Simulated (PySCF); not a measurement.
# AlOCl: singlet, from a bent start

Aim: relax AlOCl as a singlet from a bent start, check by its vibrations whether the end is a minimum, and collect its spectrum and constants.

Computed with PySCF 2.14.0. Level: PBE0, basis Al def2-TZVP, O def2-TZVP, Cl def2-TZVP, no relativity, density fitting.

## 1. Where the work starts

3 atoms, charge 0, spin multiplicity 1.

Bond lengths: Al1–O2 1.700 Å, Al1–Cl3 2.250 Å. Angles: O2–Al1–Cl3 110.0°.

```xyz
3
charge 0 multiplicity 1
Al    0.0000    0.0000    0.0000
O    -1.3926    0.0000    0.9751
Cl    1.8431    0.0000    1.2905
```

## 2. Finding the electronic state

The steps below are one call of a driver around PySCF. For each, scf.py gives the equivalent set-up of the SCF; relaxations use the driver's own optimiser. After this first run the driver tries any further starts and a stability analysis.

scf.py

```python
from pyscf import gto, scf, dft
mol = gto.M(atom='''
Al     0.000000     0.000000     0.000000
O     -1.392600     0.000000     0.975100
Cl     1.843100     0.000000     1.290500''',
    basis={'Al': 'def2-TZVP', 'O': 'def2-TZVP', 'Cl': 'def2-TZVP'},
    charge=0, spin=0)
mf = dft.RKS(mol, xc='PBE0')
mf.grids.atom_grid = (50, 194)
aux = {'Al': 'def2-universal-JKFIT', 'O': 'def2-universal-JKFIT', 'Cl': 'def2-universal-JKFIT'}
mf = mf.density_fit(auxbasis=aux)
mf.conv_tol = 1e-08
mf.diis_space = 10
mf.max_cycle = 60
mf.init_guess = 'minao'
mf.verbose = 4
mf.kernel()
```

On the command line:

```bash
$ OMP_NUM_THREADS=2 python axn.py task.json out
```

After this run come: Relaxing the singlet from the bent start; Vibrations and properties at this point.

Before running it: what results should come out? Wanted: minimum; geometry; wavenumbers; dipole moment; highest occupied, lowest empty level; polar-tensor charge of Al1; zero-point energy; atomisation energy.

The runs gave:

| quantity | value |
| --- | --- |
| minimum | singlet, C∞v |
| geometry | Al–Cl 2.059 Å, Al–O 1.592 Å; Cl–Al–O 180.0° |
| wavenumbers (cm⁻¹) | 181 (π), 495 (σ+), 1137 (σ+) |
| dipole moment | 3.99 D |
| highest occupied, lowest empty level | -7.90, -2.60 eV |
| polar-tensor charge of Al1 | +1.17 e |
| zero-point energy | 11.9 kJ/mol |
| entropy at 298.15 K | 257.1 J/(mol K) |
| atomisation energy (no zero-point energy) | 907 kJ/mol |

From Cs at the start the molecule goes to a C∞v minimum. In the infrared the band at 181 cm⁻¹ (π, bend) leads. Only this shape and spin were tried, so other structures or states may lie lower.
